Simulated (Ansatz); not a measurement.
# CHS radical: one species, many methods

One table from this session's results is given with a row withheld; the runs are named, their logs left out.

Program: Ansatz 0.2.0, Gaussian basis. Level of theory: functionals in def2-TZVPP, the program's frozen cores in correlated methods. These are calculated values, not measurements.

The runs, in order: LDA (SPW92), PBE-D4, revPBE-D4, BLYP-D4, r2SCAN-D4, B97M-V, PBE0-D4, B3LYP-D4, r2SCANh-D4, r2SCAN0-D4, HSE06-D4, BHLYP-D4, CAM-B3LYP-D4, LC-ωPBE, ωB97X-V, ωB97M-V, B2PLYP, PBE-QIDH; CCSD(T)/def2-SVP; CCSD(T)/def2-TZVPP; CCSD(T)/def2-QZVPP; extrapolation to the limit; RPA on PBE.

## The geometry

All runs share one geometry, relaxed beforehand with PBE0-D4 in a triple-zeta def2 set.

SMILES `[CH]=S`, 3 atoms, charge 0, spin multiplicity 2.

Atoms are counted from 1 here; the program's logs count them from 0.

Bond lengths: C1–S2 1.552 Å, C1–H3 1.090 Å. Angles: S2–C1–H3 133.0°.

The first run:

Input file in.yaml:

```yaml
crystal:
  periodic: [false, false, false]
  atoms:
    - {symbol: C, position_ang: [-0.151549, 0.343815, -0.042860]}
    - {symbol: S, position_ang: [1.141951, -0.221280, 0.601777]}
    - {symbol: H, position_ang: [-0.990402, -0.122535, -0.558918]}
basis:
  gaussian: {orbitals: def2-TZVPP}
magnetization: {spin_polarized: true, initial_magnetization: 1}
hamiltonian: {xc: lda}
output: {orbitals: {seedname: orbitals}}
```

Run with:

```bash
ansatz run in.yaml --threads 2 --pin off --events-out ev --progress --plain --max-ram 32768MiB --backend cpu
```

Among the steps run: LDA; PBE-D4 (GGA); revPBE-D4 (GGA); BLYP-D4 (GGA); r2SCAN-D4 (meta-GGA); B97M-V (meta-GGA); PBE0-D4 (hybrid); B3LYP-D4 (hybrid); r2SCANh-D4 (hybrid); r2SCAN0-D4 (hybrid); HSE06-D4 (hybrid); BHLYP-D4 (hybrid); CAM-B3LYP-D4 (range-separated); LC-ωPBE (range-separated); ωB97X-V (range-separated); ωB97M-V (range-separated); B2PLYP (double hybrid); PBE-QIDH (double hybrid).

One table of the session follows, with a row left open; its other results are not shown here.

It belongs to the step «Frontier levels by functional». 

```
  functional  HOMO (eV)  LUMO (eV)  gap (eV)
 LDA (SPW92)      -4.58      -3.73      0.85
      PBE-D4      -4.61      -3.52      1.09
   revPBE-D4      -4.58      -3.45      1.14
     BLYP-D4      -4.46      -3.34      1.13
   r2SCAN-D4      -4.97      -3.39      1.58
      B97M-V      -4.82      -3.31      1.51
     PBE0-D4      -5.95      -2.52      3.43
    B3LYP-D4      -5.68      -2.71      2.98
  r2SCANh-D4      -5.47      -3.02      2.45
  r2SCAN0-D4      -6.22      -2.46      3.76
    HSE06-D4      -5.55      -2.91      2.64
    BHLYP-D4      -7.16      -1.37      5.80
CAM-B3LYP-D4          ?          ?         ?
     LC-ωPBE      -8.71      -0.17      8.54
     ωB97X-V      -8.22      -0.17      8.05
     ωB97M-V      -7.92      -0.25      7.66
```

Q: Estimate the row for CAM-B3LYP-D4 from the others.

The run gave: HOMO (eV): -7.28; LUMO (eV): -1.29; gap (eV): 5.99. In the column «HOMO (eV)» it lies between ωB97M-V (-7.92) and BHLYP-D4 (-7.16).
